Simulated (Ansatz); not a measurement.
`B[SiH2]O` + H–F → `O[SiH2]F` + BH₃ at 400 K and 1 bar (cleavage of the Si–B bond).

Program: Ansatz. Geometries: PBE0-D4/def2-TZVP. ΔE: electronic, gas phase. CBS: MP2 limit from def2 TZ/QZ plus the TZ coupled-cluster correction, frozen cores. This one scheme is used for every species. One conformer a species, not always the lowest.

```tsv
species	CCSD(T)/CBS energy (Eh)	H − E (kJ/mol)	S (J/(mol·K))
`B[SiH2]O`	-392.05150	158.9	327.5
H–F	-100.39570	36.5	182.2
`O[SiH2]F`	-465.96250	110.6	296.9
BH₃	-26.55200	82.6	199.4
```

H − E and S are ideal-gas, rigid-rotor, harmonic terms from PBE0-D4/def2-TZVP, for one conformer and one mirror image of each species. 1 Eh = 2625.50 kJ/mol, R = 8.31446 J/(mol·K).

Problem. By hand: ΔE, ΔH, ΔS and ΔG.

Solution. ΔE = (-465.96250) + (-26.55200) − (-392.05150) − (-100.39570) = -0.06730 Eh = -176.7 kJ/mol. Δ(H − E) = 110.6 + 82.6 − 158.9 − 36.5 = -2.2, so ΔH = -178.9 kJ/mol. ΔS = 296.9 + 199.4 − 327.5 − 182.2 = -13.4 J/(mol·K). ΔG = -178.9 − 400 × (-13.4)/1000 = -173.5 kJ/mol.

Problem. By hand: the equilibrium constant, and the temperature at which ΔG would vanish if ΔH and ΔS stayed fixed.

Solution. log₁₀ K = −ΔG/(RT ln 10) = 22.7. ΔG = 0 at ΔH/ΔS = 13351 K, far beyond where these terms or the molecules hold.

The number of gas molecules stays the same, so ΔS is small and ΔH decides. A doubt of 5 kJ/mol in ΔE shifts log₁₀ K by 0.7 here. Other conformers and mirror images would add mixing entropy, several J/(mol·K) or more a flexible species. These are equilibria of isolated gas molecules and say nothing of rates. Largest T1 diagnostic: 0.012 (customary marks: 0.02 for closed shells, 0.045 for open ones).
